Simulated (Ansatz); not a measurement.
This geometry of CH4O + H (7 atoms, charge 0, multiplicity 2) is a first-order saddle point.

These are results of UKS PBE0/def2-SVP (Ansatz), not measurements.

```xyz
7
Properties=species:S:1:pos:R:3
H -0.869 -0.330 -0.480
C 0.214 -0.242 0.292
O 1.119 0.648 -0.210
H -1.658 -0.365 -1.064
H 0.618 -1.262 0.257
H -0.216 0.007 1.278
H 0.792 1.544 -0.073
```

Problem. Which two structures does it join? (They come from a converged band through this point; their orientation in space is the band's.)

Solution. Bonds broken: H1–C2. Bonds formed: H1–H4. CH4O + H becomes CH3O + H2.

Initial state:

```xyz
7
Properties=species:S:1:pos:R:3
H -0.549 -0.324 -0.157
C 0.378 -0.241 0.445
O 1.294 0.678 -0.072
H -2.944 -0.404 -2.076
H 0.858 -1.231 0.441
H 0.082 -0.024 1.491
H 0.881 1.546 -0.072
```

Final state:

```xyz
7
Properties=species:S:1:pos:R:3
H -1.516 -0.078 -1.422
C 0.959 -0.261 0.884
O 0.623 0.372 -0.265
H -2.216 -0.132 -1.720
H 1.133 -1.331 0.763
H 0.593 0.134 1.838
H 0.425 1.296 -0.077
```

Problem. How far does it lie above each of them?

Solution. 4.8 kcal/mol above the first and 10.4 kcal/mol above the second. This is the barrier of this one path; another mechanism may lie lower.

Run time: 2.2 min on 1 thread of Arm Neoverse V2, on a shared host, peak memory 0.11 GiB.
